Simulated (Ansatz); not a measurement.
C2H3FO can be A, `C=C(O)F`, or B, `CC(=O)F`.

Computed with Ansatz on PBE0-D4/def2-TZVP structures; ΔE is electronic, products minus reactants. CBS: MP2 limit from def2 TZ/QZ plus the TZ coupled-cluster correction, frozen cores. DFT in def2-TZVPP. B3LYP here is the variant with VWN-RPA as its local correlation; programs differ in this. One conformer a species, not always the lowest.

(1) Which is lower in electronic energy at CCSD(T)/CBS, and by how much? (Estimate.)

(2) Give E(B) − E(A) in kcal/mol with CCSD(T)/def2-SVP, MP2/def2-TZVPP, B3LYP, CCSD(T)/def2-TZVPP, LDA (SPW92), r2SCAN-D4, B3LYP-D4. (Estimate.)

(3) Does the order hold for the free energy at 298.15 K (harmonic terms from PBE0-D4)? (Best estimate.)

Largest T1 diagnostic: 0.014.

## Answers

(1) Computed: B, by 24.7 kcal/mol.

(2) Computed: CCSD(T)/def2-SVP -28.8, MP2/def2-TZVPP -26.6, B3LYP -25.1, CCSD(T)/def2-TZVPP -25.6, LDA (SPW92) -22.2, r2SCAN-D4 -25.6, B3LYP-D4 -25.0. None reverses the order clearly.

(3) The calculation gave: Yes: G(B) − G(A) = -24.3 kcal/mol, for one conformer each.

Leaving LDA and LC-ωPBE aside and taking each functional with its dispersion term where it has one, the values, not all of them listed here, spread over 1.7 kcal/mol, from ωB97X-V to HSE06-D4. LDA lies +3.0 kcal/mol from PBE without D4. At CCSD(T), def2-SVP lies −4.1 kcal/mol from the extrapolated value and def2-TZVPP −0.9 kcal/mol.
